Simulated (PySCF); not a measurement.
Job file and geometry (Å, from GFN2-xTB) of an NMR shielding run on `CC1=CCPC1`, C$_{5}$H$_{9}$P, PySCF, GIAO PBE0/pcSseg-1 NMR shielding, non-relativistic, gas phase; density fitting, a coarse starting grid and PySCF grid level 2 are the driver's defaults:

```
$ OMP_NUM_THREADS=1 python probes_run.py task.json out

{"job": {"kind": "nmr", "xc": "PBE0", "basis": "pcSseg-1"}, "charge": 0, "multiplicity": 1}
C      2.022018    -0.266306     0.081716
C      0.541419    -0.114939    -0.027217
C     -0.367384    -1.023971     0.292087
C     -1.802412    -0.661228     0.058261
P     -1.825477     1.190463    -0.181939
C     -0.005988     1.170062    -0.590702
H      2.283672    -1.248997     0.465442
H      2.431865     0.492307     0.748649
H      2.486515    -0.134250    -0.895528
H     -0.128265    -2.003568     0.675683
H     -2.182888    -1.152742    -0.845099
H     -2.457073    -0.948279     0.884130
H     -1.612988     1.462303     1.180558
H      0.490479     2.055858    -0.188699
H      0.122094     1.191276    -1.679255
```

Problem. Write the output of this run.

Solution. 
```
coarse grid: 12640 points
cycle   1  E = -536.8000897168  dE =  6.951e-01  |g| = 3.766e-01  |ddm| = 3.531e+00
cycle   2  E = -536.7910112629  dE =  9.078e-03  |g| = 4.216e-01  |ddm| = 8.219e-01
cycle   3  E = -536.8386627741  dE = -4.765e-02  |g| = 4.527e-02  |ddm| = 5.138e-01
cycle   4  E = -536.8391560785  dE = -4.933e-04  |g| = 1.829e-02  |ddm| = 8.827e-02
cycle   5  E = -536.8392343069  dE = -7.823e-05  |g| = 4.273e-03  |ddm| = 1.888e-02
cycle   6  E = -536.8392379633  dE = -3.656e-06  |g| = 2.059e-03  |ddm| = 6.162e-03
final grid: 116320 points
cycle   7  E = -536.8763072268  dE = -2.541e-05  |g| = 8.972e-03  |ddm| = 3.515e-02
cycle   8  E = -536.8762861142  dE =  2.111e-05  |g| = 1.267e-02  |ddm| = 2.209e-02
cycle   9  E = -536.8763281142  dE = -4.200e-05  |g| = 1.751e-03  |ddm| = 1.398e-02
cycle  10  E = -536.8763288810  dE = -7.668e-07  |g| = 2.507e-04  |ddm| = 1.784e-03
cycle  11  E = -536.8763288962  dE = -1.518e-08  |g| = 9.195e-05  |ddm| = 4.042e-04
cycle  12  E = -536.8763288982  dE = -2.025e-09  |g| = 1.913e-05  |ddm| = 1.039e-04
cycle  13  E = -536.8763288983  dE = -9.618e-11  |g| = 2.346e-06  |ddm| = 3.129e-05
converged SCF energy = -536.8763288983

GIAO shielding tensors (ppm)
atom      isotropic    diamagn.    paramagn.     s11        s22        s33       span
  0 C      165.626     245.100     -79.473    150.670    158.445    187.764     37.094
  1 C       36.476     262.056    -225.580    -69.334     42.623    136.138    205.472
  2 C       52.986     253.693    -200.707    -41.727     70.297    130.389    172.116
  3 C      154.272     253.658     -99.386    127.760    154.169    180.886     53.126
  4 P      391.246     964.406    -573.160    281.151    431.338    461.251    180.100
  5 C      150.827     251.396    -100.568    122.117    148.947    181.417     59.300
  6 H       29.452      29.639      -0.187     24.641     28.408     35.306     10.665
  7 H       29.805      28.955       0.850     25.827     28.065     35.524      9.697
  8 H       29.934      28.769       1.165     25.818     28.020     35.964     10.146
  9 H       25.802      33.516      -7.714     23.157     26.235     28.015      4.858
 10 H       29.050      30.172      -1.122     24.484     26.917     35.749     11.264
 11 H       29.291      30.250      -0.959     24.990     26.713     36.171     11.181
 12 H       28.396      29.819      -1.424     24.218     26.705     34.263     10.045
 13 H       29.572      31.197      -1.625     25.264     28.244     35.209      9.944
 14 H       29.195      30.586      -1.391     24.642     27.835     35.108     10.466
```

Size and cost of the density-fitted run: 154 basis functions, 17 s wall time on 1 thread of an Arm Neoverse V1, shared host; peak memory 0.72 GiB.
